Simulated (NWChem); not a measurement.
ethylene (C₂H₄); SMILES C=C

Results from NWChem. Geometry: optimised at PBE0/def2-SVP. Level: PBE0/def2-SVP with SMD (1 M gas to 1 M solution), gas-phase geometry.

Q: Predict the results for solvent water. Quantities: solvation free energy (kcal/mol); cavity-dispersion-structure term (kcal/mol).

A: 
```yaml
solvation free energy (kcal/mol): 1.5
cavity-dispersion-structure term (kcal/mol): 3.2
```
